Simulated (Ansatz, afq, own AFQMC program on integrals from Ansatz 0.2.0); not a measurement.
Where AFQMC and coupled cluster stand for PtCl⁺, triplet

```yaml
atoms:
  - { symbol: Pt, position_ang: [0.0000, 0.0000, 0.0000] }
  - { symbol: Cl, position_ang: [0.0000, 0.0000, 3.9130] }
```

Basis def2-SVP with its core potentials. Noble-gas cores (and the filled d shells of Ga–Kr and In–Xe) are frozen. AFQMC by an in-house program on the Cholesky factors that Ansatz 0.2.0 writes for its CCSD(T) run. ph-AFQMC/CISD is guided by a CISD state made of CCSD amplitudes; releasing the constraint for a short imaginary time cuts its bias at the price of noise, slowly where states lie close. Error bars are statistical, one sigma. No spin–orbit coupling. The metal's outer-core s and p shells are frozen, which shifts wave-function levels against functionals.

Determinant: UHF, the one that the program's search chose, which needn't be the lowest solution. The geometry is a point of a scan.

No full CI on the walks' own integrals is used here. The released AFQMC energy serves as the reference, which it does only where one determinant dominates, the energy is flat over the last release times and near the phaseless one (40 meV or 2 meV an electron, half that with transition metals). On small molecules, where full CI could be run and the noise was under 10 meV, such values lay within 10 meV of it in 19 cases of 20, a flattering rate, since the rule was set on those same cases; what remains of the bias isn't in the error bar.

Cautions: no spin-orbit coupling; outer-core shells of the metal frozen; lower spins were not checked; higher spins were not checked; unrestricted determinant spin contaminated (⟨S²⟩ 2.15 against 2.00); the released value is read at 1.80 1/Eh, later times being too noisy (meV from the phaseless value at times in 1/Eh: -12 ± 4 at 0.24, -12 ± 4 at 0.60, -9 ± 7 at 1.20, -16 ± 6 at 1.80, -21 ± 11 at 2.60); released reference can be 30 meV off for metals.

- T1 diagnostic: 0.0133
- weight of the determinant in the CISD state: 0.893
- ⟨S²⟩ of the determinant: 2.148
- size of the correlated space: 16 electrons in 41 orbitals

Reference: AFQMC with the constraint released, correlation energy -8.067 ± 0.006 eV.

| level | E − E(reference) (kcal/mol) | share of correlation (%) |
| --- | --- | --- |
| HF | 186.03 ± 0.14 | 0.00 |
| MP2 | 15.53 ± 0.14 | 91.65 |
| CCSD | 3.71 ± 0.14 | 98.01 |
| CCSD(T) | 0.79 ± 0.14 | 99.58 |
| ph-AFQMC/CISD | 0.38 ± 0.16 | 99.80 |

A walk keeps the symmetry of its determinant, which the program's search chose and which needn't be the lowest solution, so a lower state of the same spin and another symmetry isn't excluded. Released energies are given only where the last usable release times agree within the noise; a slower fall can still hide under it.
